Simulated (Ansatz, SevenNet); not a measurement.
Elastic constant C66 (GPa) of 20 elemental solids other than molecular ones, computed with the machine-learned potential SevenNet-l3i5 (trained on PBE and PBE+U data) and with PBE (plane waves, PAW; Ansatz, a first-principles code). The set holds measured phases with no doubt noted on the run or the magnetic state but for the caveats below. Solids without a value at one level (not run, failed, or a magnetic order lost), or held back for tests, aren't counted.

All rows, in order of the shift (worked out from unrounded values):

```tsv
solid	SevenNet-l3i5	PBE	shift (%)
hcp Sc	30.7	31.5	+2.7
body-centred tetragonal In	2.65	2.77	+4.5
hcp Mg	11.1	20.0	+80
hcp Zr	21.2	39.2	+85
hcp Y	13.9	26.0	+87
hcp Co	45.6	91.3	+100
hcp Re	81.2	171	+111
hcp Lu	14.2	31.2	+120
hcp Hf	23.6	55.4	+135
hcp Os	109	255	+135
hcp Tl	0.99	2.44	+148
double-hcp La	6.80	17.1	+152
α-phase Ga	10.9	28.3	+160
hcp Ru	72.7	193	+165
white tin (β-Sn)	7.96	21.3	+167
hcp Cd	8.46	22.8	+169
hcp Zn	24.1	69.0	+187
hcp Tc	46.7	135	+189
hcp Be	50.1	150	+200
hcp Ti	12.2	46.7	+282
```

The shift from SevenNet-l3i5 to PBE has a median of +141 %, and eight in ten lie between +73 % and +190 %; PBE is the larger in 20 of 20. Each level is at its own cell, so the shift holds the change of volume too.

Ansatz's runs of these crystals have no spin polarisation, but for hcp Co.

Density-functional runs with spin start from parallel moments for hcp Co.

Spin–orbit coupling is left out, also for the solids with elements from indium on (body-centred tetragonal In, hcp Os, white tin (β-Sn), double-hcp La, hcp Tl, hcp Re, hcp Hf, hcp Lu); its size isn't shown.

Each level is taken at its own relaxed cell. Ansatz's density-functional and Hartree–Fock values are scalar-relativistic unless marked +SOC, with PAW data made under PBE.
